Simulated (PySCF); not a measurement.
PMe2PMe2: full NMR table

* Formula: C4H12P2
* SMILES: CP(C)P(C)C
* Point group of the computed structure: C2h
* Carbon signals: 1
* Proton signals: 1

Structure with atom numbers: `[CH3:1][P:2]([CH3:3])[P:4]([CH3:5])[CH3:6]`. Hydrogens are named by the atom that carries them.

Theoretical values (PySCF): NMR shieldings at PBE0/pcSseg-1/GIAO, coordinates at the GFN2-xTB level. One computed conformer, non-relativistic Hamiltonian, no solvent model, one averaged value for each set of equivalent atoms.

Scale: ¹H, ¹³C against TMS; ³¹P against H3PO4 (reference shieldings calculated alike).

| carbon | δC, type | δH (multiplicity) | HMBC from (2–3 bonds) | span of the C tensor (ppm) |
| --- | --- | --- | --- | --- |
| C1/C3/C5/C6 | 14.4, CH3 | 1.07 (m) | H(C1)/H(C3)/H(C5)/H(C6) | 25 |

Other nuclei:
```json
{"atoms": "P2/P4", "nucleus": "³¹P", "environment": "phosphorus bonded to 2 C, P", "δ (ppm)": "-63.7", "σ (ppm)": "382.0"}
```

δC 14.4: methyl carbon bonded to P. δH 1.07: hydrogen on a methyl carbon bonded to P.

Splittings by ³¹P in the carbon and heteronuclear signals aren't shown, as no couplings were computed. Shifts are as computed. Against solution values, carbons near 30 ppm lie about +3 ppm off and those near 130 ppm about +5 ppm. Of 1211 compounds with measured shifts, 218 miss one by over three times the rms of a fit or turn the order of signals round; such compounds aren't used in these exercises. Experimental scales use liquid or dissolved standards, which lie at an offset from isolated H3PO4.
